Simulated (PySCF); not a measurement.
SiF(OH)3, optimised at B3LYP/6-31G*:

```xyz
8

O      0.3861     0.3671    -1.7188
Si     0.2249    -0.0178    -0.1342
O      0.4654    -1.6252     0.0747
O      1.3106     0.8271     0.7561
F     -1.2636     0.3602     0.3518
H      0.2904     1.3013    -1.9496
H     -0.1088    -2.2182    -0.4292
H      1.3176     0.6555     1.7078
```

Method: PySCF energies (xtb for GFN2) plus ideal-gas RRHO corrections (1 bar). 6-31G* has spherical d functions here. All species are closed-shell singlets. B3LYP is the form with VWN-RPA correlation. SiF(OH)3: computed as isolated molecules; such fragments, hydroxides, amides, oligomers or adducts are transient or little studied in the gas. Warning, point group unlike the PBE0 one: SiF(OH)3 (B3LYP/6-31G*, PBE/def2-SVP).

Task: List the harmonic frequencies (cm⁻¹, unscaled) at this level and at the other levels, each on its own geometry.

Result: 
- B3LYP/6-31G*: 87, 89, 214, 298, 298, 366, 366, 378, 765, 847, 847, 851, 963, 1017, 1018, 3810, 3810, 3812
- GFN2-xTB: 191, 191, 263, 277, 277, 307, 307, 316, 754, 828, 840, 840, 896, 1008, 1009, 3691, 3691, 3693
- HF/6-31G*: 90, 92, 194, 322, 322, 396, 396, 418, 825, 886, 890, 890, 1015, 1073, 1074, 4127, 4127, 4131
- PBE/def2-SVP: 97, 98, 243, 286, 286, 348, 348, 357, 732, 790, 790, 803, 920, 985, 985, 3776, 3776, 3777
- PBE0/def2-TZVP: 128, 130, 253, 303, 303, 371, 371, 380, 774, 812, 813, 831, 946, 1024, 1024, 3934, 3935, 3936
